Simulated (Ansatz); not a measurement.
Two shapes of singlet CF4.

Shape 1:

```xyz
5

C     0.0393   -0.0309   -0.0016
F     0.7939    0.7959    0.7572
F     0.7448   -0.7668   -0.7124
F    -0.7321    0.7442   -0.7985
F    -0.7794   -0.7377    0.8000
```

Shape 2:

```xyz
5

C     0.0023   -0.0086    0.0045
F     0.7646    0.7515    0.7628
F     0.7625   -0.7613   -0.7502
F    -0.7524    0.7538   -0.7559
F    -0.7511   -0.7644    0.7573
```

Basis set: STO-3G (spherical functions). Frozen core: 5 orbitals. Charge 0, multiplicity 1.

Computed with Ansatz (development build ahead of 0.2.0); each method stands on the lowest determinant of its kind that the runs found.

Problem. Which shape is lower in energy, and by how much in each method?

Solution.

| method | E(2) − E(1) (eV) |
| --- | --- |
| RHF | -0.135 |
| RHF-MP2 | -0.074 |

Shape 2 is lower.
